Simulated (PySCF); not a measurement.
Consider `Cn1ccnc1` (C4H6N2). Optimised structure (Å), atoms numbered from 1:
```
C    -1.6817   -0.1246   -0.1072
N    -0.2430    0.0539   -0.0162
C     0.7181   -0.9451   -0.0555
C     1.9372   -0.2911    0.0696
N     1.7480    1.0702    0.1843
C     0.4362    1.2449    0.1302
H    -2.1728    0.8663   -0.0652
H    -1.9619   -0.6140   -1.0629
H    -2.0627   -0.7413    0.7333
H     0.4481   -2.0014   -0.1671
H     2.9405   -0.7380    0.0810
H    -0.0953    2.2057    0.1896
```

Level of theory: ωB97X-D3(BJ)/def2-TZVP single points in PySCF, grid level 2; every species was optimised with BP86-D3(BJ)/def2-SVP. Thermal corrections: GFN2-xTB frequencies, unscaled, ideal gas at 298.15 K and 1 bar, quasi-RRHO entropy. These were taken at the GFN2-xTB minima.

(1) Rank these bonds by dissociation enthalpy, weakest first.
A. C1–N2
B. C6–H
C. C3–H
D. C1–H

Not ranked, since the method can't order them against a listed neighbour: C4–H (488 kJ/mol).

(2) For C1–N2, what are ΔE (electronic) and ΔG(298 K) of the homolysis?

Answers

(1) A (337 kJ/mol), D (393 kJ/mol), B (486 kJ/mol), C (505 kJ/mol).

(2) ΔE = 364 and ΔG = 290 kJ/mol, beside ΔH = 337 kJ/mol. The radicals are CH3• and `C1=CN=C[N]1`.

Known limits: the order of C6–H and C4–H is undecided: the gaps lie inside the method's error (some 10 kJ/mol, one structure a species); radicals beside a multiple bond are drawn in one resonance form, and their spin spreads.
